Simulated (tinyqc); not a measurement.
Worked calculation: Pariser-Parr-Pople SCF with singles CI, for the molecule C=CC=N[CH2+] (SMILES; centres numbered as the heavy atoms are written). Computed by tinyqc, a small Python program that keeps every step. Settings: charge = 1, gamma = Ohno, start = huckel, damping = 0, iteration cap = 71, excitations kept = 6. Command: `OMP_NUM_THREADS=1 python tinyqc.py 26217 26218 out.jsonl` (the two numbers bound the seeds that draw the settings). One thread of a shared host (Intel(R) Xeon(R) Processor @ 2.60GHz), about 0.01 s of CPU time with the checks. Later iterations appear only in the table of the cycle.

## PPP integrals

Centres (angstrom, eV; a flat drawing with bonds scaled to 1.40 angstrom):
```
centre          x          y  core charge z          W   gamma_rr
1C      -2.425000  -0.280000              1  11.160000  11.130000
2C      -1.212000   0.420000              1  11.160000  11.130000
3C       0.000000  -0.280000              1  11.160000  11.130000
4N       1.212000   0.420000              1  14.100000  12.300000
5C       2.425000  -0.280000              1  11.160000  11.130000
```

Resonance integrals (eV):
```
i  j       beta
1  2  -2.390000
2  3  -2.390000
3  4  -2.510000
4  5  -2.510000
```

Ohno: gamma = 14.399645/sqrt(R^2 + a^2), a = 2 x 14.399645/(gamma_rr + gamma_ss); H_rr = -W_r - sum_(s != r) z_s gamma_rs; H_rs = beta for bonds.

repulsion gamma_rs (eV), order 1C, 2C, 3C, 4N, 5C:
$$\begin{pmatrix}
11.130000 & 7.552439 & 5.239019 & 3.689960 & 2.868686 \\
7.552439 & 11.130000 & 7.554960 & 5.298208 & 3.670370 \\
5.239019 & 7.554960 & 11.130000 & 7.730373 & 5.239019 \\
3.689960 & 5.298208 & 7.730373 & 12.300000 & 7.727673 \\
2.868686 & 3.670370 & 5.239019 & 7.727673 & 11.130000
\end{pmatrix}$$

core matrix H (eV), order 1C, 2C, 3C, 4N, 5C:
$$\begin{pmatrix}
-30.510105 & -2.390000 & 0.000000 & 0.000000 & 0.000000 \\
-2.390000 & -35.235977 & -2.390000 & 0.000000 & 0.000000 \\
0.000000 & -2.390000 & -36.923372 & -2.510000 & 0.000000 \\
0.000000 & 0.000000 & -2.510000 & -38.546214 & -2.510000 \\
0.000000 & 0.000000 & 0.000000 & -2.510000 & -30.665749
\end{pmatrix}$$

## Starting guess

pi electrons, sum of z_r less the charge = 4

Orbitals of the Hueckel matrix of the beta values.

P at the start, order 1C, 2C, 3C, 4N, 5C:
$$\begin{pmatrix}
0.666667 & 0.790045 & 0.333333 & -0.206145 & -0.333333 \\
0.790045 & 1.000000 & 0.573549 & 0.000000 & -0.216496 \\
0.333333 & 0.573549 & 0.666667 & 0.581126 & 0.333333 \\
-0.206145 & 0.000000 & 0.581126 & 1.000000 & 0.787271 \\
-0.333333 & -0.216496 & 0.333333 & 0.787271 & 0.666667
\end{pmatrix}$$

## Iteration 1: Fock matrix

F_rr = H_rr + P_rr gamma_rr / 2 + sum_(s != r) P_ss gamma_rs; F_rs = H_rs - P_rs gamma_rs / 2; E = tr P (H + F) / 2 + core repulsion sum_(r<s) z_r z_s gamma_rs.

F (eV), order 1C, 2C, 3C, 4N, 5C:
$$\begin{pmatrix}
-10.152569 & -5.373383 & -0.873170 & 0.380334 & 0.478114 \\
-5.373383 & -11.854256 & -4.556571 & 0.000000 & 0.397309 \\
-0.873170 & -4.556571 & -10.942680 & -4.756162 & -0.873170 \\
0.380334 & 0.000000 & -4.756162 & -14.332669 & -5.551888 \\
0.478114 & 0.397309 & -0.873170 & -5.551888 & -10.152569
\end{pmatrix}$$

pi energy = -58.122509 eV

## Iteration 1: orbitals and new P

Diagonalise F (the basis is taken as orthonormal) and form P = 2 sum c c over the lowest orbitals.

orbital energies (eV): [-20.975071, -17.642054, -8.959247, -5.942834, -3.915536]

P after iteration 1, order 1C, 2C, 3C, 4N, 5C:
$$\begin{pmatrix}
0.605563 & 0.789192 & 0.356517 & -0.193352 & -0.238968 \\
0.789192 & 1.060220 & 0.575641 & -0.059938 & -0.196455 \\
0.356517 & 0.575641 & 0.598478 & 0.558384 & 0.261765 \\
-0.193352 & -0.059938 & 0.558384 & 1.224617 & 0.772513 \\
-0.238968 & -0.196455 & 0.261765 & 0.772513 & 0.511122
\end{pmatrix}$$

## Iteration 2: Fock matrix

As before.

F (eV), order 1C, 2C, 3C, 4N, 5C:
$$\begin{pmatrix}
-10.012425 & -5.370163 & -0.933900 & 0.356731 & 0.342762 \\
-5.370163 & -11.876613 & -4.564471 & 0.158782 & 0.360531 \\
-0.933900 & -4.564471 & -10.265843 & -4.668259 & -0.685696 \\
0.356731 & 0.158782 & -4.668259 & -14.586809 & -5.494865 \\
0.342762 & 0.360531 & -0.685696 & -5.494865 & -9.593908
\end{pmatrix}$$

pi energy = -58.680371 eV

## Iteration 2: orbitals and new P

As before.

orbital energies (eV): [-20.655160, -17.613754, -8.655976, -5.760019, -3.650689]

P after iteration 2, order 1C, 2C, 3C, 4N, 5C:
$$\begin{pmatrix}
0.597264 & 0.795957 & 0.359870 & -0.181568 & -0.204406 \\
0.795957 & 1.083549 & 0.567864 & -0.073716 & -0.177673 \\
0.359870 & 0.567864 & 0.558634 & 0.542084 & 0.243650 \\
-0.181568 & -0.073716 & 0.542084 & 1.296947 & 0.761293 \\
-0.204406 & -0.177673 & 0.243650 & 0.761293 & 0.463606
\end{pmatrix}$$

## Iteration 3: Fock matrix

As before.

F (eV), order 1C, 2C, 3C, 4N, 5C:
$$\begin{pmatrix}
-9.960575 & -5.395710 & -0.942684 & 0.334989 & 0.293188 \\
-5.395710 & -11.901669 & -4.535096 & 0.195283 & 0.326062 \\
-0.942684 & -4.535096 & -10.044602 & -4.605254 & -0.638243 \\
0.334989 & 0.195283 & -4.605254 & -14.724196 & -5.451512 \\
0.293188 & 0.326062 & -0.638243 & -5.451512 & -9.446316
\end{pmatrix}$$

pi energy = -58.750151 eV

## Iteration 3: orbitals and new P

As before.

orbital energies (eV): [-20.566111, -17.608377, -8.567309, -5.737867, -3.597694]

P after iteration 3, order 1C, 2C, 3C, 4N, 5C:
$$\begin{pmatrix}
0.597224 & 0.800691 & 0.359584 & -0.176011 & -0.190748 \\
0.800691 & 1.093254 & 0.562023 & -0.077446 & -0.168316 \\
0.359584 & 0.562023 & 0.539566 & 0.534757 & 0.238464 \\
-0.176011 & -0.077446 & 0.534757 & 1.322640 & 0.756942 \\
-0.190748 & -0.168316 & 0.238464 & 0.756942 & 0.447316
\end{pmatrix}$$

## Convergence

Stop when output and input P, before any damping, agree to 1e-7.

Course of the cycle:
```
iteration        E (eV)  largest |P(out) - P(in)|
1          -58.12250935                  2.25e-01
2          -58.68037063                  7.23e-02
3          -58.75015107                  2.57e-02
4          -58.76089097                  9.63e-03
5          -58.76269891                  3.85e-03
6          -58.76301745                  1.69e-03
7          -58.76307507                  7.37e-04
8          -58.76308567                  3.20e-04
9          -58.76308764                  1.39e-04
10         -58.76308802                  6.01e-05
11         -58.76308809                  2.60e-05
12         -58.76308810                  1.12e-05
13         -58.76308810                  4.86e-06
14         -58.76308810                  2.11e-06
15         -58.76308810                  9.12e-07
16         -58.76308810                  3.95e-07
17         -58.76308810                  1.71e-07
18         -58.76308810                  7.44e-08
```

Converged in 18 iterations.

## Converged orbitals

Charges are z - P_rr.

orbital energies (eV): [-20.531053, -17.612256, -8.521509, -5.735774, -3.584992]

coefficients, order 1C, 2C, 3C, 4N, 5C:
$$\begin{pmatrix}
0.187390 & 0.514306 & -0.553707 & -0.490945 & 0.390839 \\
0.340537 & 0.659109 & 0.007610 & 0.363190 & -0.563600 \\
0.481965 & 0.172462 & 0.627803 & 0.114406 & 0.575101 \\
0.700759 & -0.422126 & -0.010870 & -0.448718 & -0.359555 \\
0.354353 & -0.305173 & -0.546897 & 0.642362 & 0.263777
\end{pmatrix}$$

pi charges: 1C 0.400748, 2C -0.100781, 3C 0.475934, 4N -0.338508, 5C 0.562607

## Singles CI, singlets

Over the 6 single excitations with the smallest orbital gaps: A = (e_a - e_i) delta + 2 (ia|jb) - (ij|ab), with (pq|rs) = sum c_mp c_mq gamma_mn c_nr c_ns. f = 2/3 w |mu|^2 in atomic units, mu = sqrt2 sum c_ia sum_m c_mi c_ma R_m.

singlet CI matrix (eV), order 2>3, 2>4, 1>3, 2>5, 1>4, 1>5:
$$\begin{pmatrix}
4.552144 & -0.252091 & 0.088951 & -0.317326 & -0.866863 & 0.062342 \\
-0.252091 & 7.276152 & -0.175347 & 0.293912 & 0.110567 & 0.736073 \\
0.088951 & -0.175347 & 6.766915 & 0.007485 & 0.281237 & -0.626657 \\
-0.317326 & 0.293912 & 0.007485 & 8.197339 & 0.548924 & -0.308759 \\
-0.866863 & 0.110567 & 0.281237 & 0.548924 & 9.170202 & -0.496738 \\
0.062342 & 0.736073 & -0.626657 & -0.308759 & -0.496738 & 10.836331
\end{pmatrix}$$

singlet excitation energies (eV): [4.360294, 6.648765, 7.037430, 8.020168, 9.467632, 11.264793]

oscillator strengths: [0.974192, 0.036680, 0.195280, 0.013619, 0.064499, 0.064417]

## Singles CI, triplets

Over the 6 single excitations with the smallest orbital gaps: A = (e_a - e_i) delta - (ij|ab), with (pq|rs) = sum c_mp c_mq gamma_mn c_nr c_ns.

triplet CI matrix (eV), order 2>3, 2>4, 1>3, 2>5, 1>4, 1>5:
$$\begin{pmatrix}
2.671899 & -0.803953 & -0.075230 & -0.176528 & -1.189735 & 0.026682 \\
-0.803953 & 5.601557 & -1.189735 & 0.788260 & 0.579531 & 1.414570 \\
-0.075230 & -1.189735 & 5.313899 & 0.026682 & 0.524965 & -0.926180 \\
-0.176528 & 0.788260 & 0.026682 & 6.818384 & 1.414570 & -0.534053 \\
-1.189735 & 0.579531 & 0.524965 & 1.414570 & 7.941630 & -1.050910 \\
0.026682 & 1.414570 & -0.926180 & -0.534053 & -1.050910 & 9.814337
\end{pmatrix}$$

triplet excitation energies (eV): [2.242830, 4.090820, 5.571923, 6.142782, 9.104845, 11.008507]
